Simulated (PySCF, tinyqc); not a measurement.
CISD on RHF in the sto-3g basis, for HF, spin multiplicity 1, step by step. The lowest restricted solution is unstable here: a spin-polarised one lies 0.0110 hartree lower (PySCF). Computed by tinyqc, a small Python program that keeps every step (integrals from PySCF). Settings: charge = 0, multiplicity = 1, basis = sto-3g, method = RHF, energy threshold = 1e-10, iteration cap = 65, orthogonalisation = symmetric, start = Wolfsberg-Helmholz matrix, DIIS depth = 6, ci = CISD. Command: `OMP_NUM_THREADS=1 python tinyqc.py 30680 30681 out.jsonl` (the two numbers bound the seeds that draw the settings). One thread of a shared host (Intel(R) Xeon(R) Processor @ 2.60GHz), about 0.1 s of CPU time with the checks. The early iterations of the SCF are left out here.

## One-electron integrals

Geometry (angstrom):
```
atom        x        y        z
F     0.00000  0.00000  0.00000
H     0.00000  0.00000  1.31200
```

Basis sto-3g: exponents (1/bohr^2) and contraction coefficients of normalised primitives:
```
element  l (shell)   exponent  coefficient
F            s (1)  166.67913      0.15433
F            s (1)   30.36081      0.53533
F            s (1)    8.21682      0.44463
F            s (2)    6.46480     -0.09997
F            s (2)    1.50228      0.39951
F            s (2)    0.48859      0.70012
F            p (3)    6.46480      0.15592
F            p (3)    1.50228      0.60768
F            p (3)    0.48859      0.39196
H            s (1)    3.42525      0.15433
H            s (1)    0.62391      0.53533
H            s (1)    0.16886      0.44463
```

Overlap, kinetic and nuclear-attraction integrals over the contracted functions; the nuclear repulsion is the sum of Za Zb / Rab.

nuclear repulsion = 3.6300266 hartree

overlap S, lower triangle:
```
          1F 1s    1F 2s   1F 2px   1F 2py   1F 2pz    2H 1s
1F 1s   1.00000
1F 2s   0.23799  1.00000
1F 2px  0.00000  0.00000  1.00000
1F 2py  0.00000  0.00000  0.00000  1.00000
1F 2pz  0.00000  0.00000  0.00000  0.00000  1.00000
2H 1s   0.01942  0.23214  0.00000  0.00000  0.20785  1.00000
```

kinetic energy T (hartree), lower triangle:
```
           1F 1s    1F 2s   1F 2px   1F 2py   1F 2pz    2H 1s
1F 1s   36.98458
1F 2s   -0.21286  1.03800
1F 2px   0.00000  0.00000  3.24801
1F 2py   0.00000  0.00000  0.00000  3.24801
1F 2pz   0.00000  0.00000  0.00000  0.00000  3.24801
2H 1s   -0.00636  0.00314  0.00000  0.00000  0.06108  0.76003
```

nuclear attraction V (hartree), lower triangle:
```
            1F 1s      1F 2s     1F 2px     1F 2py     1F 2pz     2H 1s
1F 1s   -77.41292
1F 2s    -9.27280  -11.94443
1F 2px    0.00000    0.00000  -11.83697
1F 2py    0.00000    0.00000    0.00000  -11.83697
1F 2pz   -0.00736   -0.09180    0.00000    0.00000  -11.88196
2H 1s    -0.77468   -1.93782    0.00000    0.00000   -1.47509  -4.82440
```

core Hamiltonian H = T + V (hartree), lower triangle:
```
            1F 1s      1F 2s    1F 2px    1F 2py    1F 2pz     2H 1s
1F 1s   -40.42834
1F 2s    -9.48566  -10.90643
1F 2px    0.00000    0.00000  -8.58895
1F 2py    0.00000    0.00000   0.00000  -8.58895
1F 2pz   -0.00736   -0.09180   0.00000   0.00000  -8.63395
2H 1s    -0.78104   -1.93469   0.00000   0.00000  -1.41400  -4.06437
```

## Two-electron integrals

Functions are numbered as in S; the eight-fold symmetry (ij|kl) = (ji|kl) = (kl|ij) leaves the list below.

Two-electron integrals (ij|kl) in chemists' order, unique and non-zero (hartree):
```
(11|11) 5.40350   (21|11) 0.84192   (21|21) 0.15630   (22|11) 1.26803
(22|21) 0.29234   (22|22) 0.92617   (31|31) 0.02800   (32|31) 0.04317
(32|32) 0.20459   (33|11) 1.26450   (33|21) 0.29240   (33|22) 0.92596
(33|33) 0.99751   (41|41) 0.02800   (42|41) 0.04317   (42|42) 0.20459
(43|43) 0.05377   (44|11) 1.26450   (44|21) 0.29240   (44|22) 0.92596
(44|33) 0.88997   (44|44) 0.99751   (51|51) 0.02800   (52|51) 0.04317
(52|52) 0.20459   (53|53) 0.05377   (54|54) 0.05377   (55|11) 1.26450
(55|21) 0.29240   (55|22) 0.92596   (55|33) 0.88997   (55|44) 0.88997
(55|55) 0.99751   (61|11) 0.06950   (61|21) 0.01281   (61|22) 0.02384
(61|33) 0.02381   (61|44) 0.02381   (61|51) 0.00050   (61|52) 0.00094
(61|55) 0.02391   (61|61) 0.00106   (62|11) 0.19777   (62|21) 0.04630
(62|22) 0.16642   (62|33) 0.16392   (62|44) 0.16392   (62|51) 0.00311
(62|52) 0.02561   (62|55) 0.17125   (62|61) 0.00385   (62|62) 0.03867
(63|31) 0.00458   (63|32) 0.02817   (63|53) 0.00521   (63|63) 0.00544
(64|41) 0.00458   (64|42) 0.02817   (64|54) 0.00521   (64|64) 0.00544
(65|11) 0.14376   (65|21) 0.03406   (65|22) 0.13121   (65|33) 0.12586
(65|44) 0.12586   (65|51) 0.00655   (65|52) 0.04694   (65|55) 0.14175
(65|61) 0.00293   (65|62) 0.03757   (65|65) 0.04176   (66|11) 0.39965
(66|21) 0.09505   (66|22) 0.39506   (66|33) 0.38368   (66|44) 0.38368
(66|51) 0.00690   (66|52) 0.08177   (66|55) 0.41751   (66|61) 0.00793
(66|62) 0.12524   (66|65) 0.14262   (66|66) 0.77461
```

## Orthogonalisation

S = U s U^T; symmetric (Loewdin) form X = U s^(-1/2) U^T, so that X^T S X = 1.

eigenvalues of S: 0.64056  0.85632  1.00000  1.00000  1.12545  1.37767

X, lower triangle:
```
           1F 1s     1F 2s   1F 2px   1F 2py    1F 2pz    2H 1s
1F 1s    1.02253
1F 2s   -0.12613   1.04511
1F 2px   0.00000   0.00000  1.00000
1F 2py   0.00000   0.00000  0.00000  1.00000
1F 2pz  -0.00237   0.02002  0.00000  0.00000   1.01746
2H 1s    0.01256  -0.12650  0.00000  0.00000  -0.11083  1.03960
```

## Iteration 6 (converged): orbitals

converged F (hartree), lower triangle:
```
            1F 1s     1F 2s    1F 2px    1F 2py    1F 2pz     2H 1s
1F 1s   -25.92078
1F 2s    -6.62596  -3.01460
1F 2px    0.00000   0.00000  -0.46422
1F 2py    0.00000   0.00000   0.00000  -0.46422
1F 2pz   -0.01371  -0.01556   0.00000   0.00000  -0.19861
2H 1s    -0.55256  -0.56224   0.00000   0.00000  -0.39833  -0.25248
```

Diagonalise F' = X^T F X, C = X C', fill 5 alpha and 5 beta electrons from the bottom; D = 2 C_occ C_occ^T. Each column has its largest component positive (the first on a tie).

F' = X^T F X (hartree), lower triangle:
```
           1         2         3         4         5         6
1  -25.45303
2   -3.38970  -1.82981
3    0.00000   0.00000  -0.46422
4    0.00000   0.00000   0.00000  -0.46422
5   -0.02911   0.05077   0.00000   0.00000  -0.11796
6   -0.02681  -0.27820   0.00000   0.00000  -0.38558  -0.08174
```

orbital energies (hartree): MO1 -25.92998, MO2 -1.40919, MO3 -0.46422, MO4 -0.46422, MO5 -0.46289, MO6 0.31951

coefficients C:
```
             MO1       MO2      MO3       MO4       MO5       MO6
1F 1s    0.99501  -0.25955  0.00000   0.00000   0.04469   0.04718
1F 2s    0.02038   1.00397  0.00000   0.00000  -0.22687  -0.25441
1F 2px   0.00000   0.00000  0.99707  -0.07643   0.00000   0.00000
1F 2py   0.00000   0.00000  0.07643   0.99707   0.00000   0.00000
1F 2pz   0.00105   0.01761  0.00000   0.00000   0.68539  -0.76016
2H 1s   -0.00264   0.08782  0.00000   0.00000   0.60921   0.85460
```

D after iteration 6, lower triangle:
```
           1F 1s     1F 2s   1F 2px   1F 2py   1F 2pz    2H 1s
1F 1s    2.11883
1F 2s   -0.50087   2.11967
1F 2px   0.00000   0.00000  2.00000
1F 2py   0.00000   0.00000  0.00000  2.00000
1F 2pz   0.05422  -0.27558  0.00000  0.00000  0.94015
2H 1s    0.00361  -0.10018  0.00000  0.00000  0.83818  0.75771
```

Within a degenerate level the vectors are fixed only up to a rotation; this is one choice.

## Convergence

Stop when the energy changes by less than 1e-10 hartree and every element of the error matrix X^T (F D S - S D F) X is below 3e-06.

Course of the cycle:
```
iteration  E (hartree)     change  largest element of the error matrix
1          -98.1285425          -                             4.48e-01
2          -98.4826706  -3.54e-01                             4.74e-02
3          -98.4842305  -1.56e-03                             9.59e-03
4          -98.4843025  -7.20e-05                             4.94e-04
5          -98.4843026  -1.47e-07                             4.58e-06
6          -98.4843026  -2.31e-11                             1.95e-07
```

PySCF RHF in the same basis = -98.4843026 hartree

Converged in 6 iterations.

## Integrals over molecular orbitals

(pq|rs) = sum C_ip C_jq C_kr C_ls (ij|kl), one index at a time.

one-electron integrals over orbitals h = C^T H C (hartree), lower triangle:
```
           1         2         3         4         5         6
1  -40.41116
2    0.72527  -9.12022
3    0.00000   0.00000  -8.58895
4    0.00000   0.00000   0.00000  -8.58895
5   -0.11749   0.46116   0.00000   0.00000  -6.67454
6   -0.12921   0.71108   0.00000   0.00000   2.32642  -5.94518
```

Two-electron integrals over orbitals (pq|rs), unique and non-zero (hartree):
```
(11|11) 5.36469    (21|11) -0.52401   (21|21) 0.08067    (22|11) 1.23818
(22|21) -0.02306   (22|22) 0.87649    (31|31) 0.02953    (32|31) 0.04023
(32|32) 0.19044    (33|11) 1.26403    (33|21) -0.01517   (33|22) 0.89756
(33|33) 0.99751    (41|41) 0.02953    (42|41) 0.04023    (42|42) 0.19044
(43|43) 0.05377    (44|11) 1.26403    (44|21) -0.01517   (44|22) 0.89756
(44|33) 0.88997    (44|44) 0.99751    (51|11) 0.08945    (51|21) -0.01341
(51|22) 0.00558    (51|33) 0.00265    (51|44) 0.00265    (51|51) 0.01671
(52|11) -0.11081   (52|21) 0.00446    (52|22) -0.04566   (52|33) -0.06172
(52|44) -0.06172   (52|51) 0.02048    (52|52) 0.13005    (53|31) -0.00624
(53|32) -0.02517   (53|53) 0.03381    (54|41) -0.00624   (54|42) -0.02517
(54|54) 0.03381    (55|11) 0.87022    (55|21) -0.00828   (55|22) 0.67977
(55|33) 0.66582    (55|44) 0.66582    (55|51) -0.00170   (55|52) -0.01077
(55|55) 0.66277    (61|11) 0.09534    (61|21) -0.01519   (61|22) 0.00279
(61|33) 0.00281    (61|44) 0.00281    (61|51) -0.01277   (61|52) -0.02284
(61|55) 0.00480    (61|61) 0.01903    (62|11) -0.13870   (62|21) 0.00377
(62|22) -0.07703   (62|33) -0.07666   (62|44) -0.07666   (62|51) -0.01991
(62|52) -0.08058   (62|55) -0.02077   (62|61) 0.01925    (62|62) 0.09130
(63|31) -0.00627   (63|32) -0.02574   (63|53) -0.02315   (63|63) 0.02866
(64|41) -0.00627   (64|42) -0.02574   (64|54) -0.02315   (64|64) 0.02866
(65|11) -0.43124   (65|21) 0.00718    (65|22) -0.24832   (65|33) -0.25443
(65|44) -0.25443   (65|51) 0.00133    (65|52) 0.07514    (65|55) -0.08925
(65|61) -0.00442   (65|62) 0.03260    (65|65) 0.24081    (66|11) 0.82902
(66|21) -0.00883   (66|22) 0.63171    (66|33) 0.61733    (66|44) 0.61733
(66|51) 0.00924    (66|52) 0.04158    (66|55) 0.64119    (66|61) -0.00670
(66|62) -0.05042   (66|65) -0.02795   (66|66) 0.66532
```

## CISD: determinants and Hamiltonian

Hartree-Fock energy = -98.4843026 hartree

Slater-Condon rules over spin orbitals, with the nuclear repulsion added and E(HF) subtracted on the diagonal. Only determinants linked to the reference directly or through others are kept (one block of an abelian symmetry group), so some states are absent.

Occupation strings over the orbitals (2 doubly, a alpha, b beta, 0 empty; spin orbitals ordered 1a 1b 2a 2b ...): 222220 2222ab 2a222b a2222b 2222ba 2b222a b2222a 222202 2a22b2 a222b2 222022 220222 2b22a2 202222 ab2222 b222a2 ba2222 022222

H - E(HF) between determinants (hartree), lower triangle:
```
          222220    2222ab    2a222b    a2222b    2222ba    2b222a    b2222a    222202
222220   0.00000
2222ab   0.00000   0.38201
2a222b   0.00000  -0.00898   1.18830
a2222b   0.00000  -0.01366   0.02808  25.43951
2222ba   0.00000  -0.24081  -0.03260   0.00442   0.38201
2b222a   0.00000  -0.03260  -0.09130  -0.01925  -0.00898   1.18830
b2222a   0.00000   0.00442  -0.01925  -0.01903  -0.01366   0.02808  25.43951
222202   0.24081   0.06130  -0.07514  -0.00133  -0.06130   0.07514   0.00133   0.80974
2a22b2  -0.03260   0.07514  -0.22037   0.00718  -0.02965   0.08058   0.01991   0.06133
a222b2   0.00442   0.00133   0.00718  -0.40329  -0.01150   0.02284   0.01277   0.02460
222022   0.02866   0.02315   0.02574   0.00627  -0.02315  -0.02574  -0.00627   0.03381
220222   0.02866   0.02315   0.02574   0.00627  -0.02315  -0.02574  -0.00627   0.03381
2b22a2   0.03260  -0.02965   0.08058   0.01991   0.07514  -0.22037   0.00718  -0.06133
202222   0.09130   0.08058   0.02661  -0.00377  -0.08058  -0.02661   0.00377   0.13005
ab2222  -0.01925  -0.01991   0.00377  -0.08829   0.02284  -0.00949   0.01519  -0.02048
b222a2  -0.00442  -0.01150   0.02284   0.01277   0.00133   0.00718  -0.40329  -0.02460
ba2222   0.01925   0.02284  -0.00949   0.01519  -0.01991   0.00377  -0.08829   0.02048
022222   0.01903   0.01277   0.01519  -0.10204  -0.01277  -0.01519   0.10204   0.01671

          2a22b2    a222b2    222022    220222    2b22a2    202222    ab2222    b222a2
2a22b2   1.64250
a222b2   0.02864  25.88686
222022   0.02517   0.00624   0.81829
220222   0.02517   0.00624   0.05377   0.81829
2b22a2  -0.13005  -0.02048  -0.02517  -0.02517   1.64250
202222   0.09622  -0.00446   0.19044   0.19044  -0.09622   2.65499
ab2222   0.00446  -0.16137  -0.04023  -0.04023   0.01732  -0.01386  27.07058
b222a2  -0.02048  -0.01671  -0.00624  -0.00624   0.02864   0.00446   0.01341  25.88686
ba2222   0.01732   0.01341   0.04023   0.04023   0.00446   0.01386  -0.08067  -0.16137
022222   0.01341  -0.06655   0.02953   0.02953  -0.01341   0.08067   0.48709   0.06655

          ba2222    022222
ba2222  27.07058
022222  -0.48709  55.25099
```

## CISD: roots

Diagonalise (each vector has its largest component positive (the first on a tie)); all determinants have Ms = 0, so triplets appear too. The lowest singlet root is the correlation energy.

lowest roots of this matrix, relative to E(HF) (hartree): -0.07142  0.13825  0.58284  0.76452  0.79177  0.89408  1.05505  1.15802

lowest vectors:
```
          root 1    root 2    root 3    root 4
222220   0.96194   0.00000  -0.10187   0.00000
2222ab   0.02366   0.70627   0.67275   0.00000
2a222b  -0.00870   0.02762  -0.07497   0.00000
a2222b   0.00004   0.00027   0.00060   0.00000
2222ba  -0.02366   0.70627  -0.67275   0.00000
2b222a   0.00870   0.02762   0.07497   0.00000
b2222a  -0.00004   0.00027  -0.00060   0.00000
222202  -0.26676   0.00000  -0.24969   0.00000
2a22b2   0.02464  -0.02057  -0.06531   0.00000
a222b2   0.00003   0.00026   0.00003   0.00000
222022  -0.01758   0.00000  -0.03142   0.70711
220222  -0.01758   0.00000  -0.03142  -0.70711
2b22a2  -0.02464  -0.02057   0.06531   0.00000
202222  -0.01999   0.00000  -0.01838   0.00000
ab2222   0.00047  -0.00005   0.00072   0.00000
b222a2  -0.00003   0.00026  -0.00003   0.00000
ba2222  -0.00047  -0.00005  -0.00072   0.00000
022222  -0.00023   0.00000  -0.00008   0.00000
```

<S^2> of these roots: 0.00000  2.00000  0.00000  0.00000  0.00000  0.00000  2.00000  0.00000

weight of the ground state by excitation level 0, 1, 2, ...: 0.92533  0.00127  0.07340

With one virtual orbital singles and doubles already span the full space.
